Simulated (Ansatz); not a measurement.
# AlNH₆ (SMILES [NH3+][AlH3-]): single points off equilibrium

The task here is to estimate one member of a computed series from the others.

Program: Ansatz 0.2.0, Gaussian basis. Level of theory: single points in def2-TZVPP. These are calculated values, not measurements.

Cores are frozen in the correlated methods.

## The starting structure

SMILES `[NH3+][AlH3-]`, 8 atoms, charge 0, spin multiplicity 1.

Atoms are counted from 1 here; the program's logs count them from 0.

Bond lengths: N1–Al2 2.014 Å, N1–H3 0.972 Å, N1–H4 1.020 Å, N1–H5 0.963 Å, Al2–H6 1.550 Å, Al2–H7 1.547 Å, Al2–H8 1.566 Å. Angles: Al2–N1–H3 110.1°, Al2–N1–H4 105.0°, Al2–N1–H5 112.6°, H3–N1–H4 112.6°, H3–N1–H5 109.9°, H4–N1–H5 106.6°, N1–Al2–H6 95.8°, N1–Al2–H7 97.0°, N1–Al2–H8 99.5°, H6–Al2–H7 117.1°, H6–Al2–H8 116.5°, H7–Al2–H8 121.4°.

Geometry (Å):

```xyz
8

N    -0.2510   -0.0919   -0.9059
Al    0.3332    0.0519    1.0162
H     0.2390    0.5461   -1.4522
H    -1.2540    0.0934   -0.8914
H    -0.1412   -0.9800   -1.2605
H    -0.0937    1.5300    1.2004
H     1.8363   -0.2233    0.7772
H    -0.6026   -1.0306    1.6523
```

Set-up of the first run:

Input file run/in.yaml:

```yaml
crystal:
  periodic: [false, false, false]
  atoms:
    - {symbol: N, position_ang: [-0.251000, -0.091900, -0.905900]}
    - {symbol: Al, position_ang: [0.333200, 0.051900, 1.016200]}
    - {symbol: H, position_ang: [0.239000, 0.546100, -1.452200]}
    - {symbol: H, position_ang: [-1.254000, 0.093400, -0.891400]}
    - {symbol: H, position_ang: [-0.141200, -0.980000, -1.260500]}
    - {symbol: H, position_ang: [-0.093700, 1.530000, 1.200400]}
    - {symbol: H, position_ang: [1.836300, -0.223300, 0.777200]}
    - {symbol: H, position_ang: [-0.602600, -1.030600, 1.652300]}
basis:
  gaussian: {orbitals: def2-TZVPP}
correlation: {method: ccsd_t}
output: {forces: true}
```

The command line of these runs was not kept.

Among the steps run: CCSD(T)/def2-TZVPP; PBE0-D4/def2-TZVPP; wB97M-V/def2-TZVPP; r2SCAN-D4/def2-TZVPP; PBE-D4/def2-TZVPP; wB97X-V/def2-TZVPP; revPBE-D4/def2-TZVPP.

One table of the session follows, with a row left open; its other results are not shown here.

```
   method  RMS force component (eV/Å)  angle to CCSD(T) forces (°)  dipole (D)
  CCSD(T)                       0.932                    reference        5.03
  PBE0-D4                       0.930                          1.7        5.04
  wB97M-V                       0.912                          2.6        5.03
r2SCAN-D4                       0.932                          1.2        5.09
   PBE-D4                       1.019                          5.9        5.01
  wB97X-V                       0.949                          1.5        5.06
revPBE-D4                           ?                            ?           ?
```

**Question.** Estimate the row for revPBE-D4.

**Answer.** RMS force component (eV/Å): 1.021; angle to CCSD(T) forces (°): 6.3; dipole (D): 5.01. In the column «RMS force component (eV/Å)» it is the highest.
